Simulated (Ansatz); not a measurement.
Input file:

```yaml
crystal:
  periodic: [false, false, false]
  atoms:
    - {symbol: O, position_ang: [0.000000, -0.065318, 0.000000]}
    - {symbol: H, position_ang: [0.000000, 0.518410, -0.761550]}
    - {symbol: H, position_ang: [0.000000, 0.518410, 0.761550]}
basis:
  gaussian: {orbitals: cc-pVDZ}
total_charge: 1
magnetization: {spin_polarized: false, initial_magnetization: 1}
correlation: {method: fci, electrons: outside_noble_gas}
```

```sh
$ ansatz run in.yaml --threads 1 --pin off --events-out ev --progress --plain --max-ram 2393MiB
```

The program prints:

```
385 factors; integrals over basis functions are off by at most 1.1e-7 eV
mean field evaluation 1: about -2056.0410 eV, gradient 3.2e1 eV
mean field evaluation 2: about -2056.0403 eV, gradient 3.2e1 eV
mean field evaluation 4: about -2057.9281 eV, gradient 1.4e0 eV
mean field evaluation 8: about -2057.9349 eV, gradient 1.9e-4 eV
mean field -2057.93485597 eV, -75.6277110384 hartree, gradient 1.8e-6 eV, S^2 0.750000; 0 other end points of the search recorded, 0 dependent functions left out
mean field evaluation 16: about -2058.0576 eV, gradient 2.3e-1 eV
1 core orbitals not correlated: weight in the atoms' cores, before any rotation towards them, 1.000 or more for the frozen orbitals, at most 0.000 for the correlated occupied ones
reference -2057.93485597 eV, -75.6277110384 hartree; 4, 3 occupied and 19, 20 virtual orbitals, 385 factors
state -2062.69134826 eV, -75.8025089061 hartree
Total energy: -2062.69134826 eV, -75.8025089061 hartree
```

Ran on 1 thread of Intel Xeon 6975P-C, shared host: 23 s wall, 0.56 GiB peak host memory.
